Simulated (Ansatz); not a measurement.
System: GaGeTe (R-3m, No. 166; cell taken from a computed entry). Method: PBE0 in Ansatz (PAW).

Run with plane-wave cutoff 460 eV, 6×6×6 k mesh, Fermi–Dirac smearing 0.01 eV, scalar-relativistic PAW data made under PBE.

Cell (relaxed with PBEsol):

```cif
data_Ga2Ge2Te2
_chemical_formula_sum 'Ga2 Ge2 Te2'
_space_group_name_H-M_alt 'P 1'
_space_group_IT_number 1
_cell_length_a 11.87479
_cell_length_b 11.87479
_cell_length_c 11.87479
_cell_angle_alpha 19.637
_cell_angle_beta 19.637
_cell_angle_gamma 19.637
loop_
_space_group_symop_operation_xyz
  'x, y, z'
loop_
_atom_site_label
_atom_site_type_symbol
_atom_site_fract_x
_atom_site_fract_y
_atom_site_fract_z
_atom_site_occupancy
Ga1 Ga 0.25225 0.25225 0.25225 1
Ga2 Ga 0.74775 0.74775 0.74775 1
Ge1 Ge 0.32189 0.32189 0.32189 1
Ge2 Ge 0.67811 0.67811 0.67811 1
Te1 Te 0.11738 0.11738 0.11738 1
Te2 Te 0.88262 0.88262 0.88262 1
```

Estimate the band gap and direct gap at Γ that the calculation returns.


- band gap = 1.43 eV (on the SCF k mesh)
- direct gap at Γ = 2.46 eV

Note: cell and atoms aren't relaxed at this level (largest force component 0.12 eV/Å, pressure 0.7 GPa); this cell isn't known to be the ambient phase, and symmetry holds it in the calculation; the cell has widely spaced layers and the level no dispersion term, so their spacing and the moduli can rest on weak binding.

Spin–orbit coupling is not included; with these elements it can move the gap by several tenths of an eV or more.

Static lattice: no zero-point or thermal effects.

The result took roughly 18 core-minutes.

Ansatz is a program for electronic structure.
